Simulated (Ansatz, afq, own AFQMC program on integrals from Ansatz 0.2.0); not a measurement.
# AlPH, doublet: AFQMC among the cluster methods

```yaml
atoms:
  - { symbol: Al, position_ang: [-0.2199, 0.0000, 0.1846] }
  - { symbol: P, position_ang: [0.1598, 0.0000, -1.9257] }
  - { symbol: H, position_ang: [0.0601, 0.0000, 1.7410] }
```

Connectivity, by distances: AlH–P.

Basis cc-pVDZ. Only valence electrons are correlated. Integrals, coupled cluster, full CI and functionals: Ansatz 0.2.0; the random walks run on the same integrals in our own AFQMC program. ph-AFQMC/CISD is guided by a CISD state made of CCSD amplitudes; releasing the constraint for a short imaginary time cuts its bias at the price of noise, slowly where states lie close. Free projection: walkers drawn from exp(T), propagated without any constraint. Its projection time is finite, and what remains of the start isn't in its error. ± is one standard error of the sampling.

Determinant: UHF, the one that the program's search chose, which needn't be the lowest solution. The geometry is a point of a scan.

No full CI on the walks' own integrals is used here; CCSDT(Q) serves as the reference and is uncertain by about the last step of the cluster series.

Cautions: an unrestricted solution with more broken spin lies lower (62 meV, ⟨S²⟩ 1.08); unrestricted determinant slightly spin contaminated (⟨S²⟩ 0.80 against 0.75); the released energies are still falling, so no released level is given (meV from the phaseless value at times in 1/Eh: 10 ± 16 at 0.24, 7 ± 13 at 0.51, -14 ± 15 at 0.99, -38 ± 16 at 1.62, -61 ± 17 at 2.40), though the last usable value meets CCSDT(Q) within the noise.

The T1 diagnostic is 0.0316. The weight of the determinant in the CISD state is 0.860 and the ⟨S²⟩ of the determinant is 0.800. The size of the correlated space is 9 electrons in 31 orbitals.

Reference: CCSDT(Q), correlation energy -5.160 eV.

```json
{"level": "HF", "E − E(reference) (kcal/mol)": "119.00", "share of correlation (%)": "0.00"}
{"level": "MP2", "E − E(reference) (kcal/mol)": "25.10", "share of correlation (%)": "78.90"}
{"level": "CCSD", "E − E(reference) (kcal/mol)": "6.44", "share of correlation (%)": "94.59"}
{"level": "CCSD(T)", "E − E(reference) (kcal/mol)": "1.49", "share of correlation (%)": "98.75"}
{"level": "CCSDT", "E − E(reference) (kcal/mol)": "0.47", "share of correlation (%)": "99.61"}
{"level": "ph-AFQMC/CISD", "E − E(reference) (kcal/mol)": "1.05 ± 0.33", "share of correlation (%)": "99.12"}
{"level": "free AFQMC", "E − E(reference) (kcal/mol)": "0.23 ± 0.51", "share of correlation (%)": "99.80"}
```

Free projections are given only where their last times agree within the noise and don't stop above the reference; a slow remainder of the start can still hide under it. A walk keeps the symmetry of its determinant, which the program's search chose and which needn't be the lowest solution, so a lower state of the same spin and another symmetry isn't excluded.
